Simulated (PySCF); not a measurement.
Gas-phase reaction: 2 AlH2Cl + Cl2 ⇌ 2 AlHCl2 + H2

Energies from PySCF, thermal terms from the rigid-rotor harmonic-oscillator model, ideal gas at 1 bar. † marks an energy on the PBE0/def2-TZVP geometry and frequencies; other levels use their own. MP2 and CCSD(T) freeze the core. 6-31G* has spherical d functions here. All species are closed-shell singlets. B3LYP is the form with VWN-RPA correlation. AlH2Cl, AlHCl2: computed as isolated molecules; such fragments, hydroxides, amides, oligomers or adducts are transient or little studied in the gas. MP2 isn't extrapolated to the basis-set limit. CCSD(T) isn't extrapolated to the basis-set limit.

```json
[
 {"level": "B3LYP/6-31G*", "ΔH°(298 K), kJ": "-470"},
 {"level": "B3LYP/def2-TZVP†", "ΔH°(298 K), kJ": "(withheld)"},
 {"level": "CCSD(T)/def2-SVP†", "ΔH°(298 K), kJ": "-492"},
 {"level": "HF/def2-TZVP†", "ΔH°(298 K), kJ": "(withheld)"},
 {"level": "M06-2X/def2-TZVP†", "ΔH°(298 K), kJ": "-491"},
 {"level": "MP2/def2-SVP†", "ΔH°(298 K), kJ": "(withheld)"},
 {"level": "PBE/def2-TZVP†", "ΔH°(298 K), kJ": "-455"},
 {"level": "PBE0/def2-SVP†", "ΔH°(298 K), kJ": "(withheld)"}
]
```

Q: Some entries are withheld; supply them.

A: 
- B3LYP/def2-TZVP†, ΔH°(298 K), kJ: -461
- HF/def2-TZVP†, ΔH°(298 K), kJ: -484
- MP2/def2-SVP†, ΔH°(298 K), kJ: -517
- PBE0/def2-SVP†, ΔH°(298 K), kJ: -487
